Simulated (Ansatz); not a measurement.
in.yaml

```yaml
crystal:
  periodic: [false, false, false]
  atoms:
    - {symbol: As, position_ang: [0.000000, 0.000000, 0.000000]}
    - {symbol: Se, position_ang: [0.000000, 0.000000, 2.275100]}
basis:
  gaussian: {orbitals: cc-pVDZ}
total_charge: 1
magnetization: {spin_polarized: true, initial_magnetization: 0}
hamiltonian: {xc: {name: PBE0}}
output: {orbitals: {seedname: orbitals}}
```

```sh
$ ansatz run in.yaml --threads 1 --pin off --events-out ev --progress --plain --max-ram 2393MiB
```

The program prints:

```
657 factors; integrals over basis functions are off by at most 1.2e-3 eV
mean field evaluation 1: about -126161.2986 eV, gradient 2.4e1 eV
mean field evaluation 2: about -126115.8935 eV, gradient 7.0e1 eV
mean field evaluation 4: about -126165.7704 eV, gradient 2.1e0 eV
mean field evaluation 8: about -126165.7969 eV, gradient 2.5e-2 eV
mean field evaluation 16: about -126165.8051 eV, gradient 4.7e-1 eV
mean field evaluation 32: about -126165.7778 eV, gradient 7.0e-1 eV
mean field -126165.80685063 eV, -4636.5078835053 hartree, gradient 1.4e-5 eV, S^2 0.202359; 4 other end points of the search recorded, 0 dependent functions left out
reference -126165.80686857 eV, -4636.5078841645 hartree; 33, 33 occupied and 21, 21 virtual orbitals, 657 factors
Total energy: -126165.80686857 eV, -4636.5078841645 hartree
```

Ran on 1 thread of AMD EPYC, shared host: 14 s wall, 0.18 GiB peak host memory.
